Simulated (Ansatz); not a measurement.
Basis-set extrapolation for C5H12S, SMILES `CC(C)C(C)S` (PBE0-D4/def2-TZVP geometry, frozen core, Ansatz). Multiplicity 1, RHF reference.

```tsv
	def2-TZVPP	def2-QZVPP
HF	-593.943384	-593.963996
MP2 correlation	-1.069645	-1.140158
CCSD(T) correlation	-1.187907	not run
```

Energies in hartree. Use E(X) = E(∞) + A·exp(−7.88·√X) for Hartree–Fock and E(X) = E(∞) + B·X^(−2.97) for correlation, with X = 3 and 4, and add CCSD(T) minus MP2 of the smaller set to the MP2 limit.

What is the CCSD(T) energy at the basis-set limit?

HF limit: -593.963996 + (-0.020612) × 0.13774 = -593.96684. MP2 limit: -1.140158 + (-0.070513) × 0.74074 = -1.19239. Higher-order term: -1.187907 − (-1.069645) = -0.11826. Total: -595.27749 hartree, 3.98 eV below CCSD(T)/def2-TZVPP.
